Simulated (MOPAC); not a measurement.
Input for MOPAC: AM1 on C3H7 (SMILES [CH2]CC), 2S+1 = 2.

```
AM1 1SCF PRECISE CHARGE=0 UHF MS=0.5 THREADS=1
C3H7

C      1.20844000 1    -0.28718900 1     0.00005700 1
C     -0.06535900 1     0.57613200 1    -0.00005700 1
C     -1.31478700 1    -0.23951800 1    -0.00001100 1
H      1.24136900 1    -0.92839500 1     0.88123400 1
H      1.24139400 1    -0.92858600 1    -0.88098000 1
H      2.10187100 1     0.33872700 1     0.00000000 1
H     -0.04821800 1     1.22685100 1    -0.87708900 1
H     -0.04827200 1     1.22703700 1     0.87683400 1
H     -1.72914600 1    -0.61577100 1     0.92443500 1
H     -1.72876300 1    -0.61641500 1    -0.92436900 1
```

Program output:

```
*******************************************************************************
 **                                                                           **
 **                              MOPAC v23.2.5                                **
 **                                                                           **
 *******************************************************************************
 ** MOPAC's Digital Object Identifier: https://doi.org/10.5281/zenodo.6511958 **
 **                                                                           **
 ** Please cite the open-source release paper for use of this MOPAC version:  **
 ** J. E. Moussa and J. J. P. Stewart (2026)                                  **
 ** MOPAC: An open-source semiempirical molecular orbital program             **
 ** J. Open Source Softw., 11(119), 8025, https://doi.org/10.21105/joss.08025 **
 *******************************************************************************

                              AM1 CALCULATION RESULTS

 *******************************************************************************
 *  AM1        - The AM1 Hamiltonian to be used
 *  UHF        - UNRESTRICTED HARTREE-FOCK CALCULATION
 *
 *
 *
 *                 CHARGE ON SYSTEM = 0
 *
 *
 *
 *  MS=        - IN MECI, MAGNETIC COMPONENT OF SPIN =  0.5
 *  PRECISE    - TIGHTER CRITERIA TO BE USED
 *  1SCF       - DO 1 SCF AND THEN STOP
 *  THREADS=1  - MULTI-THREADING NOT USED
 *  T=         - A TIME OF 172800.0 SECONDS REQUESTED
 *  DUMP=N     - RESTART FILE WRITTEN EVERY 7200.0 SECONDS REQUESTED
 *******************************************************************************
AM1 1SCF PRECISE CHARGE=0 UHF MS=0.5 THREADS=1
 C3H7

   ATOM   CHEMICAL          X               Y               Z
  NUMBER   SYMBOL      (ANGSTROMS)     (ANGSTROMS)     (ANGSTROMS)

     1       C          1.20844000  *  -0.28718900  *   0.00005700  *
     2       C         -0.06535900  *   0.57613200  *  -0.00005700  *
     3       C         -1.31478700  *  -0.23951800  *  -0.00001100  *
     4       H          1.24136900  *  -0.92839500  *   0.88123400  *
     5       H          1.24139400  *  -0.92858600  *  -0.88098000  *
     6       H          2.10187100  *   0.33872700  *   0.00000000  *
     7       H         -0.04821800  *   1.22685100  *  -0.87708900  *
     8       H         -0.04827200  *   1.22703700  *   0.87683400  *
     9       H         -1.72914600  *  -0.61577100  *   0.92443500  *
    10       H         -1.72876300  *  -0.61641500  *  -0.92436900  *



          CARTESIAN COORDINATES

    NO.       ATOM           X           Y           Z

     1         C          1.2084     -0.2872      0.0001
     2         C         -0.0654      0.5761     -0.0001
     3         C         -1.3148     -0.2395     -0.0000
     4         H          1.2414     -0.9284      0.8812
     5         H          1.2414     -0.9286     -0.8810
     6         H          2.1019      0.3387      0.0000
     7         H         -0.0482      1.2269     -0.8771
     8         H         -0.0483      1.2270      0.8768
     9         H         -1.7291     -0.6158      0.9244
    10         H         -1.7288     -0.6164     -0.9244

  H: (AM1): M.J.S. DEWAR ET AL, J. AM. CHEM. SOC. 107 3902-3909 (1985)
  C: (AM1): M.J.S. DEWAR ET AL, J. AM. CHEM. SOC. 107 3902-3909 (1985)

           Empirical Formula: C3 H7  =    10 atoms



      MOLECULAR POINT GROUP   :   Cs


          UHF CALCULATION, NO. OF ALPHA ELECTRONS =   10
                           NO. OF BETA  ELECTRONS =    9

 -------------------------------------------------------------------------------
 AM1 1SCF PRECISE CHARGE=0 UHF MS=0.5 THREADS=1
 C3H7



     1SCF WAS SPECIFIED, SO BFGS WAS NOT USED
     SCF FIELD WAS ACHIEVED


                              AM1 CALCULATION
                                                       MOPAC v23.2.5 Linux




          FINAL HEAT OF FORMATION =         12.37547 KCAL/MOL =      51.77896 KJ/MOL


          COSMO AREA              =         94.61 SQUARE ANGSTROMS
          COSMO VOLUME            =         77.30 CUBIC ANGSTROMS

          IONIZATION POTENTIAL    =          9.396114 EV
          ALPHA SOMO LUMO (EV)    =         -9.396  3.993
          BETA  SOMO LUMO (EV)    =        -11.538  1.271
          NO. OF ALPHA ELECTRONS  =         10
          NO. OF BETA  ELECTRONS  =          9
          MOLECULAR WEIGHT        =         43.0883         POINT GROUP:  Cs

          MOLECULAR DIMENSIONS (Angstroms)

            Atom       Atom       Distance
            H     9    H     6     4.05492
            H     7    H     4     3.05018
            H     8    H     5     2.69748


          SCF CALCULATIONS        =          1





   ATOM   CHEMICAL          X               Y               Z
  NUMBER   SYMBOL      (ANGSTROMS)     (ANGSTROMS)     (ANGSTROMS)

     1       C          1.20844000  *  -0.28718900  *   0.00005700  *
     2       C         -0.06535900  *   0.57613200  *  -0.00005700  *
     3       C         -1.31478700  *  -0.23951800  *  -0.00001100  *
     4       H          1.24136900  *  -0.92839500  *   0.88123400  *
     5       H          1.24139400  *  -0.92858600  *  -0.88098000  *
     6       H          2.10187100  *   0.33872700  *   0.00000000  *
     7       H         -0.04821800  *   1.22685100  *  -0.87708900  *
     8       H         -0.04827200  *   1.22703700  *   0.87683400  *
     9       H         -1.72914600  *  -0.61577100  *   0.92443500  *
    10       H         -1.72876300  *  -0.61641500  *  -0.92436900  *

                             CARTESIAN COORDINATES

   1    C        1.208440000    -0.287189000     0.000057000
   2    C       -0.065359000     0.576132000    -0.000057000
   3    C       -1.314787000    -0.239518000    -0.000011000
   4    H        1.241369000    -0.928395000     0.881234000
   5    H        1.241394000    -0.928586000    -0.880980000
   6    H        2.101871000     0.338727000     0.000000000
   7    H       -0.048218000     1.226851000    -0.877089000
   8    H       -0.048272000     1.227037000     0.876834000
   9    H       -1.729146000    -0.615771000     0.924435000
  10    H       -1.728763000    -0.616415000    -0.924369000


           Empirical Formula: C3 H7  =    10 atoms



      MOLECULAR POINT GROUP   :   Cs


          ALPHA EIGENVALUES
 -34.95006 -27.60956 -22.11016 -15.93113 -14.82793 -13.56206 -13.41383 -12.32496
 -11.58870  -9.39611   3.99263   4.05894   4.40505   4.48015   4.72558   5.05024
   5.08471   5.37451   5.37990


           BETA EIGENVALUES
 -34.58439 -26.72737 -21.60777 -15.80973 -14.66263 -13.25219 -13.24054 -12.17368
 -11.53801   1.27078   4.09038   4.40612   4.55954   4.82460   4.87041   5.22011
   5.24749   5.57298   5.61871


              NET ATOMIC CHARGES AND DIPOLE CONTRIBUTIONS

  ATOM NO.   TYPE          CHARGE      No. of ELECS.   s-Pop       p-Pop
    1          C          -0.201544        4.2015     1.21720     2.98434
    2          C          -0.135620        4.1356     1.20278     2.93284
    3          C          -0.260505        4.2605     1.28930     2.97121
    4          H           0.071984        0.9280     0.92802
    5          H           0.071983        0.9280     0.92802
    6          H           0.073053        0.9269     0.92695
    7          H           0.081736        0.9183     0.91826
    8          H           0.081730        0.9183     0.91827
    9          H           0.108594        0.8914     0.89141
   10          H           0.108590        0.8914     0.89141
 DIPOLE           X         Y         Z       TOTAL
 POINT-CHG.     0.272    -0.000     0.000     0.272
 HYBRID         0.022    -0.091     0.000     0.093
 SUM            0.294    -0.091     0.000     0.308


          ATOMIC ORBITAL ELECTRON POPULATIONS

     Atom    s        px        py        pz
    1  C   1.21720   0.96250   0.99961   1.02223
    2  C   1.20278   0.92974   0.97768   1.02541
    3  C   1.28930   0.96800   0.99586   1.00735
    4  H   0.92802
    5  H   0.92802
    6  H   0.92695
    7  H   0.91826
    8  H   0.91827
    9  H   0.89141
   10  H   0.89141


                    (SZ)    =    0.500000
                    (S**2)  =    0.761718


          ATOMIC ORBITAL SPIN POPULATIONS

    Atom   Total    s     px     py     pz
         Atomic
    1  C  0.0600  0.011  0.032  0.013  0.004
    2  C -0.0957 -0.010 -0.046 -0.031 -0.009
    3  C  1.1303  0.066  0.354  0.653  0.057
    4  H -0.0036 -0.004
    5  H -0.0036 -0.004
    6  H -0.0015 -0.002
    7  H  0.0136  0.014
    8  H  0.0136  0.014
    9  H -0.0566 -0.057
   10  H -0.0566 -0.057

 **********************
 *                    *
 * JOB ENDED NORMALLY *
 *                    *
 **********************




 == MOPAC DONE ==
```

The run finished.

Cost: around 0.020 core-seconds (rough).
